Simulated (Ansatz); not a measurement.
**HF with SO₂: superposition error and deformation**

An exercise on one series of results from a longer session: the logs are not shown, and one member is left open.

Method: PBE0-D4 structures, single points in def2-TZVPPD; program: Ansatz 0.2.0, Gaussian basis.

Levels: PBE-D4, revPBE-D4, BLYP-D4, r2SCAN-D4, B97M-V, PBE0-D4, B3LYP-D4, HSE06-D4, wB97X-V, wB97M-V, B2PLYP, Hartree-Fock, MP2, CCSD, CCSD(T).

Cores are frozen in the correlated methods. B3LYP uses VWN-RPA correlation. B2PLYP carries no dispersion term here.

129 further runs of the same task are left out: 129 set aside as unsound or not needed.

## The starting structure

The relaxed pair: 5 atoms, charge 0, spin multiplicity 1.

Atoms are counted from 1 here; the program's logs count them from 0.

Bond lengths: F1–H2 0.929 Å, O3–S4 1.427 Å, S4–O5 1.439 Å. Angles: O3–S4–O5 117.8°.

As a file:

```xyz
5

F     0.0580   -0.2186   -2.4164
H     0.1417    0.1824   -1.5828
O    -0.1591   -0.0715    2.5760
S    -0.2047   -0.4422    1.1989
O     0.1640    0.5498    0.2243
```

Atoms 1 to 2 are fragment A (HF), the rest fragment B (SO₂). From earlier runs, pair energy (eV) and counterpoise interaction (kcal/mol):

| method | E(pair) | interaction |
| --- | --- | --- |
| PBE-D4 | -17655.02502 | -4.59 |
| revPBE-D4 | -17662.29062 | -3.77 |
| BLYP-D4 | -17665.81134 | -4.36 |
| r2SCAN-D4 | -17662.21315 | -4.65 |
| B97M-V | -17660.77477 | -4.50 |
| PBE0-D4 | -17655.27392 | -4.71 |
| B3LYP-D4 | -17666.48394 | -4.76 |
| HSE06-D4 | -17654.80019 | -4.69 |
| wB97X-V | -17661.77972 | -4.52 |
| wB97M-V | -17663.69759 | -4.57 |
| B2PLYP | -17658.78215 | -4.03 |
| Hartree-Fock | -17616.01886 | -3.58 |
| MP2 | -17641.42441 | -3.74 |
| CCSD(T) | -17642.41856 | -3.97 |

First each fragment is run alone in its own basis, frozen in the shape it has in the pair (a, b).

The first run:

Contents of a/in.yaml:

```yaml
crystal:
  periodic: [false, false, false]
  atoms:
    - {symbol: F, position_ang: [0.058001, -0.218568, -2.416431]}
    - {symbol: H, position_ang: [0.141708, 0.182370, -1.582832]}
basis:
  gaussian: {orbitals: "def2-TZVPPD.json"}
hamiltonian: {xc: pbe, dispersion: d4}
```

Contents of b/in.yaml:

```yaml
crystal:
  periodic: [false, false, false]
  atoms:
    - {symbol: O, position_ang: [-0.159096, -0.071486, 2.576016]}
    - {symbol: S, position_ang: [-0.204680, -0.442194, 1.198939]}
    - {symbol: O, position_ang: [0.163967, 0.549779, 0.224307]}
basis:
  gaussian: {orbitals: "def2-TZVPPD.json"}
hamiltonian: {xc: pbe, dispersion: d4}
```

The basis file named in the input lies beside it (Basis Set Exchange, JSON).

The same command starts each run, in its folder.

On the command line:

```
ansatz run in.yaml --threads 2 --pin off --events-out ev --progress --plain --max-ram 5222MiB
```

Steps of the session up to this table: PBE-D4/def2-TZVPPD; r2SCAN-D4/def2-TZVPPD; PBE0-D4/def2-TZVPPD; B3LYP-D4/def2-TZVPPD; wB97X-V/def2-TZVPPD; wB97M-V/def2-TZVPPD; B2PLYP/def2-TZVPPD; BLYP-D4/def2-TZVPPD; revPBE-D4/def2-TZVPPD; B97M-V/def2-TZVPPD; HSE06-D4/def2-TZVPPD; CCSD(T)/def2-TZVPPD; Relaxing HF alone; Relaxing SO₂ alone.

One of the session's tables, all rows but one given; the rest of the session is left out.

```
      method  interaction with counterpoise (kcal/mol)
      PBE-D4                                     -4.59
   revPBE-D4                                     -3.77
     BLYP-D4                                     -4.36
   r2SCAN-D4                                     -4.65
      B97M-V                                     -4.50
     PBE0-D4                                     -4.71
    B3LYP-D4                                     -4.76
    HSE06-D4                                     -4.69
     wB97X-V                                     -4.52
     wB97M-V                                     -4.57
      B2PLYP                                     -4.03
Hartree-Fock                                     -3.58
         MP2                                     -3.74
        CCSD                                         ?
     CCSD(T)                                     -3.97
```

**Question.** Estimate the row for CCSD.

**Answer.** interaction with counterpoise (kcal/mol): -3.90. In the column «interaction with counterpoise (kcal/mol)» it lies between CCSD(T) (-3.97) and revPBE-D4 (-3.77).
